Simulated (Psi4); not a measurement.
Psi4 input (wB97X-D/6-31G*):

```
memory 1500 MB

molecule {
0 2
C     1.01507197   -0.58561759    0.00621102
C     2.42102843   -0.10465548    0.00237052
C     0.03438900    0.59146367   -0.00567664
H     0.81158166   -1.19058228    0.89273520
H     0.81257307   -1.20754575   -0.86872628
Cl   -1.68292060    0.01861049   -0.00112644
H     2.92912026    0.11926184   -0.92547672
H     2.92807801    0.13709513    0.92630458
H     0.15218135    1.21766313    0.87507589
H     0.15317941    1.20058596   -0.89819258
symmetry c1
no_reorient
no_com
}

set {
  basis 6-31G*
  reference uks
  scf_type pk
  dft_radial_points 99
  dft_spherical_points 590
  e_convergence 1e-8
  d_convergence 1e-7
  maxiter 150
}

e = energy('wb97x-d')
print_out(f'\nFINAL {e:.10f} DIPOLE {variable("CURRENT DIPOLE")[0]:.6f} {variable("CURRENT DIPOLE")[1]:.6f} {variable("CURRENT DIPOLE")[2]:.6f}\n')
```

From the last part of the output:

```
              A
    DOCC [    20 ]
    SOCC [     1 ]
    NA   [    21 ]
    NB   [    20 ]

  @UKS Final Energy:  -578.01080826506745

   => Energetics <=

    Nuclear Repulsion Energy =            149.6746318109832714
    One-Electron Energy =               -1089.9581905261065913
    Two-Electron Energy =                 395.4639639075957689
    DFT Exchange-Correlation Energy =     -33.1877495185790536
    Empirical Dispersion Energy =          -0.0034639389610225
    VV10 Nonlocal Energy =                  0.0000000000000000
    Total Energy =                       -578.0108082650674532

  UHF NO Occupations:
  HONO-2 :   19  A 1.9996482
  HONO-1 :   20  A 1.9987432
  HONO-0 :   21  A 1.0000000
  LUNO+0 :   22  A 0.0012568
  LUNO+1 :   23  A 0.0003518
  LUNO+2 :   24  A 0.0003400
  LUNO+3 :   25  A 0.0002883

Computation Completed

Properties will be evaluated at   0.000000,   0.000000,   0.000000 [a0]

Properties computed using the SCF density matrix

 Multipole Moments:

 ------------------------------------------------------------------------------------
     Multipole            Electronic (a.u.)      Nuclear  (a.u.)        Total (a.u.)
 ------------------------------------------------------------------------------------

 L = 1.  Multiply by 2.5417464519 to convert [e a0] to [Debye]
 Dipole X            :          0.8682925           -0.0000001            0.8682924
 Dipole Y            :          0.2256979           -0.0000001            0.2256979
 Dipole Z            :         -0.0016849            0.0000000           -0.0016848
 Magnitude           :                                                    0.8971478

 ------------------------------------------------------------------------------------

FINAL -578.0108082651 DIPOLE 0.868292 0.225698 -0.001685

*** Psi4 exiting successfully. Buy a developer a beer!
```
